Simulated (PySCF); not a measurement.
# SiH2F (SMILES F[SiH2]): levels of theory compared

Wanted: a comparison of 6 runs (U-r2SCAN/STO-6G, UPBE/STO-6G, UPBE0/STO-6G, USVWN5/STO-6G, UCCSDT/STO-6G, UCCSD(T)/STO-6G) of SiH2F. The job is set up through a Python script.

The calculation is run with PySCF 2.14.0.

10 further runs of the same task are left out: 10 set aside as unsound or not needed.

## 1. The structure to begin with

SiH2F has 4 atoms, charge 0, and is taken as a doublet. SMILES: `F[SiH2]`. The Si2–H4 distance was set to 2.606 Å, away from the relaxed value. At this shape a bond of the SMILES string is far longer than usual.

Bond lengths: F1–Si2 1.621 Å, Si2–H3 1.448 Å. Angles: F1–Si2–H3 104.7°.

## 2. A single-point energy at U-r2SCAN/STO-6G (run 1)

job.py reads:

```python
from pyscf import gto, dft

molecule = gto.Mole()
molecule.atom = [
    ('F', (0.998672, 1.284535, -1.370250)),
    ('Si', (-0.329068, 0.372075, -1.191610)),
    ('H', (-1.426848, 1.315515, -1.206380)),
    ('H', (0.136490, -1.061140, 0.934020)),
]
molecule.max_memory = 1860
molecule.basis = 'sto-6g'
molecule.spin = 1
molecule.verbose = 3
molecule.build()

mf = dft.UKS(molecule, xc='r2scan')
mf.grids.level = 5
mf.conv_tol = 1e-10
mf.kernel()
if not mf.converged:
    mf = mf.newton().run(mf.mo_coeff, mf.mo_occ)

etot = mf.e_tot
print('E(%s) = %.9f' % ('R2SCAN', etot))
```

Command:

```
OMP_NUM_THREADS=1 python job.py
```

Output:

```text
WARN: HOMO -0.160843730895135 >= LUMO -0.160843730895134

converged SCF energy = -388.739621204551  <S^2> = 0.83205481  2S+1 = 2.0804373
E(R2SCAN) = -388.739621205
```

It took 11 s on 1 thread of Arm Neoverse N1, shared host; peak memory 0.2 GiB.

## 3. The energy at UPBE/STO-6G (run 2)

run.py reads:

```python
from pyscf import gto, dft

mol = gto.M(
    atom=[
    ('F', (0.998672, 1.284535, -1.370250)),
    ('Si', (-0.329068, 0.372075, -1.191610)),
    ('H', (-1.426848, 1.315515, -1.206380)),
    ('H', (0.136490, -1.061140, 0.934020)),
],
    verbose=4,
    max_memory=1860,
    spin=1,
    basis='sto-6g',
    charge=0,
)

mf = dft.UKS(mol)
mf.xc = 'pbe'
mf.grids.level = 5
mf.conv_tol = 1e-10
mf.kernel()
if not mf.converged:
    mf = mf.newton().run(mf.mo_coeff, mf.mo_occ)

energy = mf.e_tot
print(f'total energy: {energy:.8f} hartree')
```

Command:

```
OMP_NUM_THREADS=1 python run.py
```

Output:

```text
PySCF version 2.14.0

[... 105 lines left out ...]
converged SCF energy = -388.519579107214  <S^2> = 0.80462504  2S+1 = 2.0538988
total energy: -388.51957911 hartree
```

Wall time 7.2 s (1 thread of Arm Neoverse N1, shared host); peak memory 0.19 GiB.

Run 3 isn't shown in full; the table further down has it.

## 4. The energy at USVWN5/STO-6G (run 4)

run.py reads:

```python
from pyscf import gto, dft

molecule = gto.Mole()
molecule.atom = '''
F      0.998672     1.284535    -1.370250
Si    -0.329068     0.372075    -1.191610
H     -1.426848     1.315515    -1.206380
H      0.136490    -1.061140     0.934020
'''
molecule.verbose = 3
molecule.spin = 1
molecule.max_memory = 1860
molecule.basis = 'sto-6g'
molecule.build()

mf = dft.UKS(molecule)
mf.xc = 'svwn'
mf.conv_tol = 1e-10
mf.grids.level = 5
mf.kernel()
if not mf.converged:
    mf = mf.newton().run(mf.mo_coeff, mf.mo_occ)

e_tot = mf.e_tot
print(f'total energy: {e_tot:.8f} hartree')
```

Command:

```
OMP_NUM_THREADS=1 python run.py
```

Output:

```text
converged SCF energy = -386.885568743619  <S^2> = 0.79060138  2S+1 = 2.0401974
total energy: -386.88556874 hartree
```

Wall time 4.5 s (1 thread of Arm Neoverse N1, shared host); peak memory 0.14 GiB.

Run 5 isn't shown in full; the table further down has it.

## 5. A single-point energy at UCCSD(T)/STO-6G (run 6)

job.py reads:

```python
from pyscf import gto, scf, cc

system = gto.M(
    atom='''
F      1.887217     2.427419    -2.589397
Si    -0.621848     0.703120    -2.251817
H     -2.696352     2.485963    -2.279728
H      0.257929    -2.005264     1.765042
''',
    spin=1,
    verbose=3,
    unit='bohr',
    charge=0,
    max_memory=1860,
    basis='sto-6g',
)

mf = scf.UHF(system)
mf.conv_tol = 1e-10
mf.kernel()
if not mf.converged:
    mf = mf.newton().run(mf.mo_coeff, mf.mo_occ)

mycc = cc.CCSD(mf, frozen=6)
mycc.kernel()
e_t = mycc.ccsd_t()
e_final = mycc.e_tot + e_t
print('E = %.10f Eh' % e_final)
```

Command:

```
OMP_NUM_THREADS=1 python job.py
```

Output:

```text
converged SCF energy = -387.851014546127  <S^2> = 0.95374114  2S+1 = 2.1943028
E(UCCSD) = -387.916099482608  E_corr = -0.06508493648147107
UCCSD(T) correction = -0.00457433733701445
E = -387.9206738199 Eh
```

Wall time 1.4 s (1 thread of Arm Neoverse N1, shared host); peak memory 0.1 GiB.

## 6. Overview of the runs

| run | level | integration grid | frozen core orbitals | energy (Eh) | dipole moment (D) of the reference | HOMO energy (eV) | LUMO energy (eV) | wall time |
| --- | --- | --- | --- | --- | --- | --- | --- | --- |
| 1 | U-r2SCAN/STO-6G | 5 | – | -388.739621 | 0.88 | -2.05 | 0.43 | 11 s |
| 2 | UPBE/STO-6G | 5 | – | -388.519579 | 1.08 | -1.71 | 0.13 | 7.2 s |
| 3 | UPBE0/STO-6G | 5 | – | -388.568299 | 0.70 | -3.02 | 1.34 | 7.2 s |
| 4 | USVWN5/STO-6G | 5 | – | -386.885569 | 1.14 | -1.54 | 0.02 | 4.5 s |
| 5 | UCCSDT/STO-6G | – | 6 | -387.921458 | 0.81 | -6.29 | 6.05 | 3.6 s |
| 6 | UCCSD(T)/STO-6G | – | 6 | -387.920674 | 0.81 | -6.29 | 6.05 | 1.4 s |

## 7. Results

| quantity | value |
| --- | --- |
| run 6: total energy | -387.92067 Eh |
| run 6: dipole moment (Hartree–Fock density) | 0.81 D |
| run 6: HOMO energy (Hartree–Fock orbitals) (highest over α and β) | -6.29 eV |
| run 6: LUMO energy (Hartree–Fock orbitals) (lowest over α and β) | 6.05 eV |
| run 6: correlation energy (6 core orbitals frozen) | -69.7 mEh |
| run 6: (T) correction | -4.57 mEh |
| run 6: ⟨S²⟩ of the reference determinant | 0.954 |
| run 6: T1 diagnostic | 0.039 |

What this shows: Over runs 1, 2, 3, 4 the dipole moment (its size) runs from 0.70 D (UPBE0/STO-6G) to 1.14 D (USVWN5/STO-6G). Totals of different functionals can't be ranked against each other. In runs 1, 2, 3, 4, 5, 6 the basis is minimal, so the values are rough. Spin contamination of the reference: run 5 ⟨S²⟩ = 0.95, run 6 ⟨S²⟩ = 0.95. All runs together took 35 s, the longest 11 s.
